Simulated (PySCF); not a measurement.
Ionisation energy of Ne by level of theory

Ne [Ne] → Ne⁺ [He] 2s2 2p5 [2p1/2^2 2p3/2^3, M_J = 3/2], as a difference of total energies. Calculation: PySCF 2.14, in x2c-SVPall-2c with one added diffuse shell of s type (4s2p1d, 15 functions); the two-component X2C-1e Hamiltonian. Correlated levels: 1s2 frozen. "Screened" scales the spin-orbit matrix elements by Boettger's factors to mimic the two-electron term; Breit and QED terms are absent.

Problem. Order these methods by the ionisation energy they give, lowest first.
A. GHF (spin-free)
B. GMP2 (spin-free)
C. GMP2 (screened spin-orbit)
D. GHF (screened spin-orbit)

Solution. D (19.827 eV), A (19.861 eV), C (21.225 eV), B (21.259 eV).

Errors of the correlated levels include the incompleteness of this basis and the frozen core.

For comparison: 21.565 eV (measured; NIST Atomic Spectra Database, ionization energies).
